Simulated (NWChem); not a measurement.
The numbers come from NWChem runs, not from measurements. System: NO, charge 0, spin multiplicity 2, at a geometry optimised with UPBE0/def2-SVP. The structure started from a generated list of species. Its SCF solution wasn't tested for a lower state. Level: URI-MP2/cc-pVQZ, 2 core orbitals frozen.

The NWChem input:

```
start mol
memory heap 200 mb stack 900 mb global 1100 mb
geometry units angstroms nocenter noautoz
  N      0.000000     0.000000     0.609265
  O      0.000000     0.000000    -0.533107
  symmetry group C2v
end
basis spherical
  * library cc-pvqz
end
basis "ri-mp2 basis" spherical
  * library cc-pvqz-ri
end
scf
  uhf
  nopen 1
  maxiter 100
  thresh 1e-7
  semidirect memsize 60000000 filesize 0
  # guess.movecs holds the orbitals of an unrestricted PBE0 run
  vectors input guess.movecs output mol.movecs
end
mp2
  freeze core 2
end
task rimp2 energy
```

Part of the output:

```
             Northwest Computational Chemistry Package (NWChem) 7.3.0
             --------------------------------------------------------

                                NWChem Input Module
                                -------------------

 Scaling coordinates for geometry "geometry" by  1.889725989
 (inverse scale =  0.529177249)

 Turning off AUTOSYM since
 SYMMETRY directive was detected!

                             Geometry "geometry" -> ""
                             -------------------------

 Output coordinates in angstroms (scale by  1.889725989 to convert to a.u.)

  No.       Tag          Charge          X              Y              Z
 ---- ---------------- ---------- -------------- -------------- --------------
    1 N                    7.0000     0.00000000     0.00000000     0.60926500
    2 O                    8.0000     0.00000000     0.00000000    -0.53310700

 Effective nuclear repulsion energy (a.u.)      25.9406970269

            Nuclear Dipole moment (a.u.)
            ----------------------------
        X                 Y               Z
 ---------------- ---------------- ----------------
     0.0000000000     0.0000000000    -0.0000018897

      Symmetry information
      --------------------

 Group name             C2v
 Group number             16
 Group order               4
 No. of unique centers     2

      Symmetry unique atoms

     1    2


 Summary of "ao basis" -> "" (spherical)
 ------------------------------------------------------------------------------
       Tag                 Description            Shells   Functions and Types
 ---------------- ------------------------------  ------  ---------------------
 *                          cc-pvqz                   on all atoms

 Summary of "ri-mp2 basis" -> "" (spherical)
 ------------------------------------------------------------------------------
       Tag                 Description            Shells   Functions and Types
 ---------------- ------------------------------  ------  ---------------------
 *                         cc-pvqz-ri                 on all atoms

 Summary of "ao basis" -> "ao basis" (spherical)
 ------------------------------------------------------------------------------
       Tag                 Description            Shells   Functions and Types
 ---------------- ------------------------------  ------  ---------------------
 N                          cc-pvqz                 15       55   5s4p3d2f1g
 O                          cc-pvqz                 15       55   5s4p3d2f1g

                                 NWChem SCF Module
                                 -----------------

  ao basis        = "ao basis"
  functions       =   110
  atoms           =     2
  alpha electrons =     8
  beta  electrons =     7
  charge          =   0.00
  wavefunction    = UHF
  use symmetry    = T
  symmetry adapt  = T

 Summary of "ao basis" -> "ao basis" (spherical)
 ------------------------------------------------------------------------------
       Tag                 Description            Shells   Functions and Types
 ---------------- ------------------------------  ------  ---------------------
 N                          cc-pvqz                 15       55   5s4p3d2f1g
 O                          cc-pvqz                 15       55   5s4p3d2f1g

      Symmetry analysis of basis
      --------------------------

        a1         44
        a2         14
        b1         26
        b2         26

 Forming initial guess at       0.1s

   Symmetry analysis of molecular orbitals - initial alpha
   -------------------------------------------------------

  Numbering of irreducible representations:

     1 a1          2 a2          3 b1          4 b2

  Orbital symmetries:

     1 a1          2 a1          3 a1          4 a1          5 b2
     6 b1          7 a1          8 b2          9 b1         10 a1
    11 a1         12 b2         13 b1         14 a1         15 b2
    16 b1         17 a1         18 a2

   Symmetry analysis of molecular orbitals - initial beta
   ------------------------------------------------------

  Numbering of irreducible representations:

     1 a1          2 a2          3 b1          4 b2

  Orbital symmetries:

     1 a1          2 a1          3 a1          4 a1          5 b1
     6 b2          7 a1          8 b1          9 b2         10 a1
    11 b1         12 a1         13 b2         14 a1         15 b1
    16 b2         17 a1         18 a2

 Starting SCF solution at       0.1s

 ----------------------------------------------
         Quadratically convergent UHF

 Convergence threshold     :          1.000E-07
 Maximum no. of iterations :          100
 Integral*density screening:          1.000E-09
 ----------------------------------------------

              iter       energy          gnorm     gmax       time
             ----- ------------------- --------- --------- --------
                 1     -129.2951307857  5.18D-01  9.39D-02      2.1
                 2     -129.3069135622  3.70D-02  1.28D-02      2.4
                 3     -129.3074704411  3.88D-03  1.48D-03      3.1
                 4     -129.3074731044  1.47D-05  3.52D-06      3.9
                 5     -129.3074731048  5.72D-09  1.77D-09      4.7

       Final UHF  results
       ------------------

         Total SCF energy =   -129.307473104823
      One electron energy =   -228.120085528009
      Two electron energy =     72.871915396313
 Nuclear repulsion energy =     25.940697026873

                       Sz =      0.5000
                 Sz(Sz+1) =      0.7500
                      S^2 =      0.7818
[...]
    67      0.355243  2 O  px                64      0.275449  2 O  px
    12      0.193024  1 N  px                70      0.178922  2 O  px

 Vector    6  Occ=1.000000D+00  E=-6.547065D-01  Symmetry=a1
              MO Center= -4.7D-13,  3.2D-26,  5.3D-01, r^2= 1.1D+00
   Bfn.  Coefficient  Atom+Function         Bfn.  Coefficient  Atom+Function
  ----- ------------  ---------------      ----- ------------  ---------------
     5      0.389909  1 N  s                  4      0.312504  1 N  s
    69     -0.243425  2 O  pz                14      0.241965  1 N  pz
    11      0.240062  1 N  pz                66     -0.192096  2 O  pz
     2      0.163045  1 N  s

 Vector    7  Occ=1.000000D+00  E=-6.156288D-01  Symmetry=b2
              MO Center= -2.3D-16, -1.1D-14, -2.2D-01, r^2= 8.0D-01
   Bfn.  Coefficient  Atom+Function         Bfn.  Coefficient  Atom+Function
  ----- ------------  ---------------      ----- ------------  ---------------
    68      0.352414  2 O  py                65      0.271012  2 O  py
    71      0.194116  2 O  py                13      0.183729  1 N  py

 Vector    8  Occ=0.000000D+00  E= 1.114185D-01  Symmetry=b1
              MO Center= -4.5D-15,  2.7D-30,  3.9D-01, r^2= 1.5D+00
   Bfn.  Coefficient  Atom+Function         Bfn.  Coefficient  Atom+Function
  ----- ------------  ---------------      ----- ------------  ---------------
    15      0.705369  1 N  px                70     -0.493798  2 O  px
    12      0.311335  1 N  px                67     -0.256391  2 O  px
     9      0.242796  1 N  px                64     -0.191143  2 O  px

 Vector    9  Occ=0.000000D+00  E= 1.559239D-01  Symmetry=b2
              MO Center= -7.1D-31,  3.1D-15,  4.1D-01, r^2= 1.7D+00
   Bfn.  Coefficient  Atom+Function         Bfn.  Coefficient  Atom+Function
  ----- ------------  ---------------      ----- ------------  ---------------
    16      0.791585  1 N  py                71     -0.543348  2 O  py
    13      0.276243  1 N  py                68     -0.247463  2 O  py
    10      0.232237  1 N  py                65     -0.183948  2 O  py

 Vector   10  Occ=0.000000D+00  E= 2.831476D-01  Symmetry=a1
              MO Center= -3.1D-15,  9.9D-15, -1.8D-01, r^2= 4.7D+00
   Bfn.  Coefficient  Atom+Function         Bfn.  Coefficient  Atom+Function
  ----- ------------  ---------------      ----- ------------  ---------------
    60      6.370100  2 O  s                  5     -5.588757  1 N  s
    17      3.140947  1 N  pz                72      2.606021  2 O  pz
    14      1.688461  1 N  pz                 4     -1.280800  1 N  s
    69      1.190742  2 O  pz                30     -0.851755  1 N  d  0
    59      0.680134  2 O  s                 85      0.598052  2 O  d  0

 center of mass
 --------------
 x =   0.00000000 y =   0.00000000 z =   0.00028864

 moments of inertia (a.u.)
 ------------------
          34.795719446386           0.000000000000           0.000000000000
           0.000000000000          34.795719446386           0.000000000000
           0.000000000000           0.000000000000           0.000000000000

  Mulliken analysis of the total density
  --------------------------------------

    Atom       Charge   Shell Charges
 -----------   ------   -------------------------------------------------------
    1 N    7     6.88   1.98 -0.03  0.42  0.98  0.49  0.30  0.99  1.26  0.36  0.00  0.04  0.06  0.00  0.01  0.00
    2 O    8     8.12   1.98 -0.02  0.42  1.02  0.38  0.45  1.34  1.87  0.61  0.00  0.02  0.04  0.00  0.01  0.00

  Mulliken analysis of the alpha density
  --------------------------------------

    Atom       Charge   Shell Charges
 -----------   ------   -------------------------------------------------------
    1 N    7     3.89   0.99 -0.01  0.22  0.51  0.23  0.20  0.65  0.82  0.23  0.00  0.02  0.03  0.00  0.01  0.00
    2 O    8     4.11   0.99 -0.01  0.21  0.51  0.19  0.24  0.71  0.95  0.29  0.00  0.01  0.02  0.00  0.00  0.00

   Mulliken analysis of the beta density
   -------------------------------------

    Atom       Charge   Shell Charges
 -----------   ------   -------------------------------------------------------
    1 N    7     3.00   0.99 -0.01  0.20  0.47  0.26  0.10  0.34  0.45  0.13  0.00  0.02  0.03  0.00  0.01  0.00
    2 O    8     4.00   0.99 -0.01  0.21  0.50  0.20  0.21  0.63  0.92  0.33  0.00  0.01  0.02  0.00  0.00  0.00

   Mulliken analysis of the spin density
   -------------------------------------

    Atom       Charge   Shell Charges
 -----------   ------   -------------------------------------------------------
    1 N    7     0.89  -0.00  0.00  0.02  0.04 -0.04  0.10  0.31  0.37  0.10 -0.00 -0.00 -0.01 -0.00 -0.00 -0.00
    2 O    8     0.11  -0.00  0.00  0.01  0.01 -0.01  0.03  0.08  0.03 -0.04  0.00  0.00 -0.00  0.00  0.00  0.00

       Multipole analysis of the density wrt the origin
       ------------------------------------------------

     L   x y z        total         alpha         beta         nuclear
     -   - - -        -----         -----         ----         -------
     0   0 0 0     -0.000000     -8.000000     -7.000000     15.000000

     1   1 0 0     -0.000000     -0.000000     -0.000000      0.000000
     1   0 1 0      0.000000      0.000000      0.000000      0.000000
     1   0 0 1      0.090099     -0.386824      0.476925     -0.000002

     2   2 0 0     -7.158871     -3.738779     -3.420092      0.000000
     2   1 1 0      0.000000      0.000000     -0.000000      0.000000
     2   1 0 1      0.000000      0.000000     -0.000000      0.000000
     2   0 2 0     -7.899813     -4.528546     -3.371266      0.000000
     2   0 1 1      0.000000      0.000000     -0.000000      0.000000
     2   0 0 2     -8.357277    -13.846273    -11.909413     17.398409

                               NWChem RI-MP2 Module
                               --------------------

 Summary of "ri-mp2 basis" -> "ri-mp2 basis" (spherical)
 ------------------------------------------------------------------------------
       Tag                 Description            Shells   Functions and Types
 ---------------- ------------------------------  ------  ---------------------
 N                         cc-pvqz-ri               30      132   8s7p6d5f3g1h
 O                         cc-pvqz-ri               30      132   8s7p6d5f3g1h

 SCF Reference Information:
            File: './mol.movecs'
           Title: ''
    Size (AOxMO):    110 x (    110,    110)
       Total Occ:                 8.00,   7.00
 RI-MP2 Calculation Information:
          Nr. of AO basis functions:        110
     Nr. of fitting basis functions:        264
               Nr. of MO spin cases:          2
        Nr. of MOs to be correlated:        108        108
     Nr. of occupied MOs correlated:          6          5
      Nr. of virtual MOs correlated:        102        103

          RI integral approximation: 'V'
    Threshold for Schwarz screening:  1.000E-09
 Smallest eigenvalue retained in fit  1.000E-08
    Type of storage for MO integrals 'EAF library'

 Transformation block size    6, requiring     1 integral passes.
 XForm_3cInts: Completed     1:    6 pass.
 Transformation block size    5, requiring     1 integral passes.
 XForm_3cInts: Completed     1:    5 pass.
 Energy evaluation using block sizes     6    6
 RIMP2_V_E2: Approx. ints. done (    1:    6,    1:    6)
 RIMP2_V_E2: Copy to B done (    1:    6,    1:    6)
 RIMP2_V_E2: Denominators done (    1:    6,    1:    6)
 RIMP2_V_E2: Completed block (    1:    6,    1:    6)
 RIMP2_V_E2: Approx. ints. done (    1:    6,    1:    5)
 RIMP2_V_E2: Copy to B done (    1:    6,    1:    5)
 RIMP2_V_E2: Denominators done (    1:    6,    1:    5)
 RIMP2_V_E2: Completed block (    1:    6,    1:    5)
 RIMP2_V_E2: Approx. ints. done (    1:    5,    1:    5)
 RIMP2_V_E2: Copy to B done (    1:    5,    1:    5)
 RIMP2_V_E2: Denominators done (    1:    5,    1:    5)
 RIMP2_V_E2: Completed block (    1:    5,    1:    5)

          -------------------------------------------
          SCF energy                -129.307473104823
          Correlation energy          -0.425145149471
          Total MP2 energy          -129.732618254294
          -------------------------------------------

 -----------------------
 Performance information
 -----------------------

 Timer overhead =  2.05D-07 seconds/call

               Nr. of calls         CPU time (s)                 Wall time (s)                GFlops
             ---------------    -------------------     ------------------------------   -------------------
Name         Min   Avg   Max    Min     Avg     Max     Min     Avg     Max   Mx/calls   Min     Max     Sum
Overall       1     1     1    7.2     7.2     7.2      7.2     7.2     7.2     7.2      0.0     0.0     0.0
3c integr     2     2     2    2.0     2.0     2.0      2.0     2.0     2.0     1.0      0.0     0.0     0.0
Energy        1     1     1   0.12    0.12    0.12     0.12    0.12    0.12    0.12      0.0     0.0     0.0
3c integr     2     2     2    2.0     2.0     2.0      2.0     2.0     2.0     1.0      0.0     0.0     0.0
First 2/3     6     6     6   1.02E-2 1.02E-2 1.02E-2  1.02E-2 1.02E-2 1.02E-2 1.70E-3   0.0     0.0     0.0
Final 1/3     2     2     2   8.33E-3 8.33E-3 8.33E-3  8.33E-3 8.33E-3 8.33E-3 4.17E-3   0.0     0.0     0.0
Write 3c      2     2     2   1.42E-3 1.42E-3 1.42E-3  1.42E-3 1.42E-3 1.42E-3 7.08E-4   0.0     0.0     0.0
Read 3c i     3     3     3   9.41E-4 9.41E-4 9.41E-4  9.41E-4 9.41E-4 9.41E-4 3.14E-4   0.0     0.0     0.0
Fitting b     1     1     1   5.57E-2 5.57E-2 5.57E-2  5.57E-2 5.57E-2 5.57E-2 5.57E-2   0.0     0.0     0.0
Schwarz i     1     1     1   6.73E-2 6.73E-2 6.73E-2  6.73E-2 6.73E-2 6.73E-2 6.73E-2   0.0     0.0     0.0
Form 4ci      3     3     3   2.02E-2 2.02E-2 2.02E-2  2.02E-2 2.02E-2 2.02E-2 6.74E-3   0.0     0.0     0.0
Form A &      3     3     3   9.01E-2 9.01E-2 9.01E-2  9.02E-2 9.02E-2 9.02E-2 3.01E-2   0.0     0.0     0.0
Denominat     3     3     3   7.68E-4 7.68E-4 7.68E-4  7.68E-4 7.68E-4 7.68E-4 2.56E-4   0.0     0.0     0.0
Pair Ener     3     3     3   4.09E-3 4.09E-3 4.09E-3  4.10E-3 4.10E-3 4.10E-3 1.37E-3   0.0     0.0     0.0

 The average no. of pstat calls per process was 3.30D+01
 with a timing overhead of 6.77D-06s

 Task  times  cpu:        7.2s     wall:        7.2s

 Total times  cpu:        7.2s     wall:        7.2s
```
